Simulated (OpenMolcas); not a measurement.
**Worked example: vertical ionisation energy of LiCl (SMILES [Li][Cl])**

The species is LiCl (2 atoms), meant as a singlet with charge 0. As SMILES, `[Li][Cl]`. The shape comes from GFN2-xTB, which is rough for such elements, and wasn't checked as a minimum.

```xyz
2

Li    0.8327   -0.2974    0.4186
Cl   -0.8327    0.2974   -0.4186
```

Both states at this one shape; open shells run unrestricted unless said. 1 Eh = 27.2114 eV.

```
                                                             level     program  singlet LiCl (Eh)  doublet LiCl+ (Eh)
                                                      B3LYP/STO-3G  OpenMolcas        -462.673158         -462.331659
     CCSD(T)/3-21G, open shells restricted, 5 core orbitals frozen  OpenMolcas        -464.842074         -464.486064
CCSD(T)/6-311++G**, open shells restricted, 5 core orbitals frozen  OpenMolcas        -467.219251         -466.862007
```

Work out the vertical ionisation energy at each level.


1. B3LYP/STO-3G: -462.331659 − (-462.673158) = 0.341499 Eh = 9.29 eV.
2. CCSD(T)/3-21G, open shells restricted: -464.486064 − (-464.842074) = 0.356010 Eh = 9.69 eV.
3. CCSD(T)/6-311++G**, open shells restricted: -466.862007 − (-467.219251) = 0.357244 Eh = 9.72 eV.

No measured value is set beside it here; the levels span 9.29 to 9.72 eV. Minimal sets are far from the basis-set limit.
